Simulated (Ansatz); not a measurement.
# SiHO2+ (triplet): wave-function methods side by side, cc-pVTZ

The task here is to estimate one member of a computed series from the others.

Computed with Ansatz 0.2.0, Gaussian basis. Level: cc-pVTZ, core rule «outside noble gas», up to 7 orbitals frozen.

To be run: UHF; CCSD(T) on ROHF; CCSD(T) on UHF; BCCD(T) on ROHF; CCSDT(Q) on ROHF; CCSDT(Q) on UHF.

6 further runs of the same task are left out: 1 for a known fault of the program, 5 set aside as unsound or not needed.

### The system

The geometry is a PBE0/def2-TZVP stationary point (not a proven minimum) of the parent state, kept for this charge and spin.

4 atoms, charge 1, spin multiplicity 3.

Atoms are counted from 1 here; the program's logs count them from 0.

Bond lengths: O1–Si3 1.627 Å, O1–H4 0.965 Å, O2–Si3 1.525 Å. Angles: Si3–O1–H4 116.9°, O1–Si3–O2 127.5°.

Set-up of the first run:

The input, in.yaml:

```yaml
crystal:
  periodic: [false, false, false]
  atoms:
    - {symbol: O, position_ang: [0.000000, 0.199858, 1.434628]}
    - {symbol: O, position_ang: [0.000000, 0.406627, -1.385152]}
    - {symbol: Si, position_ang: [0.000000, -0.387106, -0.083158]}
    - {symbol: H, position_ang: [0.000000, 1.159459, 1.531796]}
basis:
  gaussian: {orbitals: cc-pVTZ}
total_charge: 1
magnetization: {spin_polarized: true, initial_magnetization: 2}
hamiltonian: {xc: hf}
output: {orbitals: {seedname: orbitals}}
```

The run is started by

```sh
$ ansatz run in.yaml --threads 1 --pin off --events-out ev --progress --plain --max-ram 4096MiB --backend cpu
```

Among the steps run: UHF; CCSD(T) on ROHF; CCSD(T) on UHF; BCCD(T) on ROHF; CCSDT(Q) on ROHF; CCSDT(Q) on UHF.

One of the session's tables, all rows but one given; the rest of the session is left out.

| method | from UCCSDT(Q) (kcal/mol) |
| --- | --- |
| ROHF | +334.59 |
| UHF | ? |
| RMP2 | +23.60 |
| UMP2 | +23.72 |
| RCCSD | +13.34 |
| UCCSD | +13.23 |
| RCCSD(T) | +1.41 |
| UCCSD(T) | +1.37 |
| BCCD(T) | +1.34 |
| RCCSDT | +0.77 |
| UCCSDT | +0.72 |
| RCCSDT(Q) | +0.21 |
| UCCSDT(Q) | 0 |

**Question.** Estimate the row for UHF.

**Answer.** from UCCSDT(Q) (kcal/mol): +330.95. In the column «from UCCSDT(Q) (kcal/mol)» it lies between UMP2 (+23.72) and ROHF (+334.59).

Limits of these values: Restricted and unrestricted rows rest on different reference determinants; where their highest levels disagree by more than a few hundredths of an eV, they describe different states and don't form one ladder.
